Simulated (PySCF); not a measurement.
Record of a relaxation.

Species: silicon dioxide, SiO₂.
SMILES with atom numbers: `[O:1]=[Si:2]=[O:3]`

Computed by this run: PBE0-D3(BJ)/def2-TZVP geometry optimisation, gas phase in PySCF 2.14.0; density fitting, grid level 2; the optimiser is geomeTRIC in internal coordinates, started from a GFN2-xTB structure with every atom displaced at random (about 0.01 Å). The frame can shift and turn from step to step; on so coarse a grid that alone can change the energy by a few meV, and forces under 0.02 eV/Å are noise.

Step 0: E = -11965.8706 eV, largest atomic force 2.861 eV/Å
```
atom  x, y, z in Å  |  force x, y, z in eV/Å
O1     -1.465    0.148   -0.002   -2.859   0.123   0.009
Si2    -0.002    0.098   -0.006    0.900  -0.057  -0.003
O3      1.473    0.029   -0.011    1.959  -0.067  -0.006
```

Step 1: E = -11965.9540 eV, largest atomic force 0.406 eV/Å
```
atom  x, y, z in Å  |  force x, y, z in eV/Å
O1     -1.498    0.131    0.011   -0.405   0.029   0.003
Si2     0.000    0.090    0.000    0.049  -0.033  -0.001
O3      1.500    0.035   -0.011    0.356   0.004  -0.003
```

Step 2: E = -11965.9562 eV, largest atomic force 0.118 eV/Å
```
atom  x, y, z in Å  |  force x, y, z in eV/Å
O1     -1.503    0.132    0.011   -0.117   0.014   0.001
Si2     0.000    0.088    0.000    0.028  -0.020   0.000
O3      1.504    0.035   -0.012    0.089   0.006  -0.001
```

Step 3: E = -11965.9564 eV, largest atomic force under 0.02 eV/Å
```
atom  x, y, z in Å  |  force x, y, z in eV/Å
O1     -1.505    0.134    0.011   -0.002   0.005   0.000
Si2     0.000    0.086    0.000    0.006  -0.009   0.000
O3      1.506    0.035   -0.012   -0.004   0.004   0.000
```

**Question.** Summarise the path.

**Answer.** The energy falls by 8.28 kJ/mol from step 0 to step 3; nine tenths of that is first reached at step 1. It falls at every step. The largest force goes from 2.861 to under 0.02 eV/Å. Among the bonds O1=Si2 changes most, from 1.464 to 1.506 Å; the atoms move by 0.030 Å rms after alignment.

**Question.** Follow the energy, the force and the coordinates that change most from start to end.

**Answer.** 
| step | E above end (kJ/mol) | largest force (eV/Å) | O1=Si2 (Å) | Si2=O3 (Å) | O1–Si2–O3 (°) |
| --- | --- | --- | --- | --- | --- |
| 0 | 8.28 | 2.861 | 1.464 | 1.476 | 179.3 |
| 1 | 0.24 | 0.406 | 1.499 | 1.500 | 179.5 |
| 2 | 0.02 | 0.118 | 1.504 | 1.505 | 179.7 |
| 3 | 0.00 | under 0.02 | 1.506 | 1.506 | 179.9 |

What follows is the cost of the whole optimisation. On one thread of an Arm Neoverse N1, shared host with 64 logical CPUs at a one-minute load of 53, this took 12 s wall and 0.37 GiB of memory at its peak.
